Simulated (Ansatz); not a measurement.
# C4H5F: one species, many methods

The task here is to estimate one member of a computed series from the others.

The runs use Ansatz 0.2.0, Gaussian basis; functionals in def2-TZVPP, the program's frozen cores in correlated methods.

The runs, in order: LDA (SPW92), PBE-D4, revPBE-D4, BLYP-D4, r2SCAN-D4, B97M-V, PBE0-D4, B3LYP-D4, r2SCANh-D4, r2SCAN0-D4, HSE06-D4, BHLYP-D4, CAM-B3LYP-D4, LC-ωPBE, ωB97X-V, ωB97M-V, B2PLYP, PBE-QIDH; CCSD(T)/def2-SVP; CCSD(T)/def2-TZVPP; MP2/def2-QZVPP; extrapolation to the limit; RPA on PBE.

## Structure used throughout

The geometry comes from an earlier relaxation with PBE0-D4 in a triple-zeta def2 set; it is a stationary point, not always the lowest conformer.

SMILES `C=C/C=C/F`, 10 atoms, charge 0, spin multiplicity 1.

Atoms are counted from 1 here; the program's logs count them from 0.

Bond lengths: C1–C2 1.332 Å, C1–H6 1.085 Å, C1–H7 1.083 Å, C2–C3 1.445 Å, C2–H8 1.088 Å, C3–C4 1.327 Å, C3–H9 1.086 Å, C4–F5 1.334 Å, C4–H10 1.085 Å. Angles: C2–C1–H6 121.4°, C2–C1–H7 121.4°, H6–C1–H7 117.2°, C1–C2–C3 124.3°, C1–C2–H8 119.2°, C3–C2–H8 116.5°, C2–C3–C4 122.3°, C2–C3–H9 118.9°, C4–C3–H9 118.8°, C3–C4–F5 122.0°, C3–C4–H10 125.4°, F5–C4–H10 112.5°.

Set-up of the first run:

Contents of in.yaml:

```yaml
crystal:
  periodic: [false, false, false]
  atoms:
    - {symbol: C, position_ang: [-1.374549, 1.241699, -0.081582]}
    - {symbol: C, position_ang: [-0.153264, 0.719766, 0.021999]}
    - {symbol: C, position_ang: [0.132948, -0.696153, -0.023728]}
    - {symbol: C, position_ang: [1.366287, -1.173118, 0.083745]}
    - {symbol: F, position_ang: [1.624892, -2.480977, 0.041388]}
    - {symbol: H, position_ang: [-2.249184, 0.612703, -0.210008]}
    - {symbol: H, position_ang: [-1.536363, 2.311391, -0.041088]}
    - {symbol: H, position_ang: [0.698590, 1.384066, 0.150059]}
    - {symbol: H, position_ang: [-0.688979, -1.394544, -0.150235]}
    - {symbol: H, position_ang: [2.262725, -0.576034, 0.212451]}
basis:
  gaussian: {orbitals: def2-TZVPP}
hamiltonian: {xc: lda}
output: {orbitals: {seedname: orbitals}}
```

Among the steps run: LDA; PBE-D4 (GGA); revPBE-D4 (GGA); BLYP-D4 (GGA); r2SCAN-D4 (meta-GGA); B97M-V (meta-GGA); PBE0-D4 (hybrid); B3LYP-D4 (hybrid); r2SCANh-D4 (hybrid); r2SCAN0-D4 (hybrid); HSE06-D4 (hybrid); BHLYP-D4 (hybrid); CAM-B3LYP-D4 (range-separated); LC-ωPBE-D4 (range-separated; the results give it without D4); ωB97X-V (range-separated); ωB97M-V (range-separated); B2PLYP (double hybrid); PBE-QIDH (double hybrid).

One of the session's tables, all rows but one given; the rest of the session is left out.

It belongs to the step «Frontier levels by functional». 

| functional | HOMO (eV) | gap (eV) |
| --- | --- | --- |
| LDA (SPW92) | -5.91 | 3.95 |
| PBE-D4 | -5.70 | 3.99 |
| revPBE-D4 | -5.62 | 4.01 |
| BLYP-D4 | -5.54 | 3.97 |
| r2SCAN-D4 | -5.87 | 4.32 |
| B97M-V | -5.87 | 4.41 |
| PBE0-D4 | -6.74 | 5.97 |
| B3LYP-D4 | -6.54 | 5.54 |
| r2SCANh-D4 | -6.26 | 5.06 |
| r2SCAN0-D4 | ? | ? |
| HSE06-D4 | -6.35 | 5.20 |
| BHLYP-D4 | -7.64 | 7.94 |
| CAM-B3LYP-D4 | -8.00 | 8.32 |
| LC-ωPBE | -9.30 | 10.75 |
| ωB97X-V | -8.92 | 10.33 |
| ωB97M-V | -8.84 | 10.15 |

**Question.** Estimate the row for r2SCAN0-D4.

Worked estimate for «HOMO (eV)». Against the share of exact exchange, r2SCAN-D4 (0, -5.87), r2SCANh-D4 (0.1, -6.26) give a slope of -3.90 per unit share; at 0.25 the line stands at -6.84.

As computed: HOMO (eV): -6.86; gap (eV): 6.17. In «HOMO (eV)» the line misses by +0.02.
